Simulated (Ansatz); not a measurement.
The input, for Ansatz 0.2.0:

```yaml
crystal:
  periodic: [false, false, false]
  atoms:
    - {symbol: B, position_ang: [0.000000, -0.542119, 1.311636]}
    - {symbol: Si, position_ang: [0.000000, -0.137461, -0.752718]}
    - {symbol: C, position_ang: [0.000000, 0.754866, 0.750494]}
    - {symbol: H, position_ang: [0.000000, 0.649881, -2.037416]}
basis:
  gaussian: {orbitals: def2-SVP}
magnetization: {spin_polarized: false, initial_magnetization: 4}
correlation: {method: bccd_t, electrons: outside_noble_gas}
scf: {lower_state_search: off}
```

```sh
$ ansatz run in.yaml --threads 1 --pin off --events-out ev --progress --plain --max-ram 2393MiB
```

Problem. Roughly how long does this take on 1 thread of Arm Neoverse N1, shared host, and how much host memory?

Solution. 2.6 s wall and 0.16 GiB.

```
these checks for a lower state are left out or cut short: stability, starts, cluster_reference, orbital_swaps, neighbouring_geometries, increment
508 factors; integrals over basis functions are off by at most 1.1e-3 eV
mean field evaluation 1: about -9566.0564 eV, gradient 1.3e1 eV
mean field evaluation 2: about -9566.0963 eV, gradient 1.3e1 eV
mean field evaluation 4: about -9567.4005 eV, gradient 4.6e0 eV
mean field evaluation 8: about -9567.6124 eV, gradient 9.0e-1 eV
mean field evaluation 16: about -9567.6755 eV, gradient 5.0e-5 eV
mean field -9567.67548072 eV, -351.6055887131 hartree, gradient 3.4e-6 eV, S^2 6.000000; 0 other end points of the search recorded, 0 dependent functions left out
7 core orbitals not correlated: weight in the atoms' cores, before any rotation towards them, 1.000 or more for the frozen orbitals, at most 0.000 for the correlated occupied ones
reference -9567.67548072 eV, -351.6055887131 hartree; 8, 4 occupied and 36, 40 virtual orbitals, 508 factors
second order -6.14651303 eV of doubles, -0.11160566 eV of singles
cycle   1  -6.80648368 eV  change   -5.4e-1 eV  update   9.1e-2
cycle   2  -7.09125392 eV  change   -2.8e-1 eV  update   4.3e-2
cycle   3  -7.19235088 eV  change   -1.0e-1 eV  update   3.2e-2
cycle   4  -7.19502217 eV  change   -2.7e-3 eV  update   1.9e-2
cycle   5  -7.20146400 eV  change   -6.4e-3 eV  update   1.3e-2
cycle   6  -7.19573595 eV  change    5.7e-3 eV  update   6.8e-3
cycle   7  -7.19670917 eV  change   -9.7e-4 eV  update   3.3e-3
cycle   8  -7.19627890 eV  change    4.3e-4 eV  update   1.9e-3
cycle   9  -7.19564437 eV  change    6.3e-4 eV  update   1.1e-3
cycle  10  -7.19610602 eV  change   -4.6e-4 eV  update   5.4e-4
cycle  11  -7.19604972 eV  change    5.6e-5 eV  update   2.8e-4
cycle  12  -7.19615669 eV  change   -1.1e-4 eV  update   1.5e-4
cycle  13  -7.19615534 eV  change    1.4e-6 eV  update   7.5e-5
cycle  14  -7.19613596 eV  change    1.9e-5 eV  update   4.2e-5
cycle  15  -7.19612811 eV  change    7.8e-6 eV  update   2.3e-5
cycle  16  -7.19612814 eV  change   -3.4e-8 eV  update   1.4e-5
perturbative correction -0.35962051 eV, -0.0132158099 hartree
Total energy: -9575.23122937 eV, -351.8832573545 hartree
Checks for a lower state left out: stability, starts, cluster_reference, orbital_swaps, neighbouring_geometries, increment
```
